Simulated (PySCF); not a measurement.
# BO₂: relaxation and vibrations of the doublet

Where does doublet BO₂ go from a bent start, is the end point a minimum, and what are its modes, charges and moments?

Computed with PySCF 2.14.0. Level: B3LYP, basis B def2-TZVP, O def2-TZVP, no relativity, density fitting.

## (1) The system as given

3 atoms, charge 0, spin multiplicity 2.

Bond lengths: B1–O2 1.350 Å, B1–O3 1.350 Å. Angles: O2–B1–O3 110.0°.

Z-matrix (Å, degrees; charge 0 multiplicity 2):
```
B
O  1 1.3500
O  1 1.3500 2 110.00
```

## (2) The SCF at the typed geometry

One driver script runs all steps and calls PySCF; scf.py shows how it sets up the SCF of each step. The optimiser is the driver's own. After this first run the driver tries any further starts and a stability analysis.

Contents of scf.py:

```python
from pyscf import gto, scf, dft
mol = gto.M(atom='''
B      0.000000     0.000000     0.000000
O      1.105900     0.000000     0.774300
O     -1.105900     0.000000     0.774300''',
    basis={'B': 'def2-TZVP', 'O': 'def2-TZVP'},
    charge=0, spin=1)
mf = dft.UKS(mol, xc='B3LYP')
mf.grids.atom_grid = (50, 194)
aux = {'B': 'def2-universal-JKFIT', 'O': 'def2-universal-JKFIT'}
mf = mf.density_fit(auxbasis=aux)
mf.conv_tol = 1e-08
mf.diis_space = 10
mf.max_cycle = 60
mf.init_guess = 'minao'
mf.verbose = 4
mf.kernel()
```

On the command line:

```sh
$ OMP_NUM_THREADS=4 python axn.py task.json out
```

After this run come: Relaxing the doublet from the bent start; Is it a minimum? Harmonic modes.

**Question.** What will these runs give? Wanted: minimum; geometry; wavenumbers; dipole moment; highest occupied, lowest empty level; polar-tensor charge of B1; zero-point energy; atomisation energy; ⟨S²⟩.

**Answer**, as computed:

```
                                          quantity                           value
                                           minimum                    doublet, D∞h
                                          geometry  B–O 1.261 Å (×2); O–B–O 180.0°
                                wavenumbers (cm⁻¹)            422, 508, 1090, 1459
                                     dipole moment                          0.00 D
highest occupied, lowest empty level (either spin)                 -9.87, -7.15 eV
                         polar-tensor charge of B1                         -0.18 e
                                 zero-point energy                     20.8 kJ/mol
                               entropy at 298.15 K                 224.3 J/(mol K)
         atomisation energy (no zero-point energy)                     1379 kJ/mol
                                              ⟨S²⟩                           0.774
```

**Reading.** The bent start (C2v) ends in a minimum of D∞h symmetry. The strongest infrared band lies at 1459 cm⁻¹. Other starts or spin states, not run here, may lie lower. The SCF density has lower symmetry than the nuclear frame.
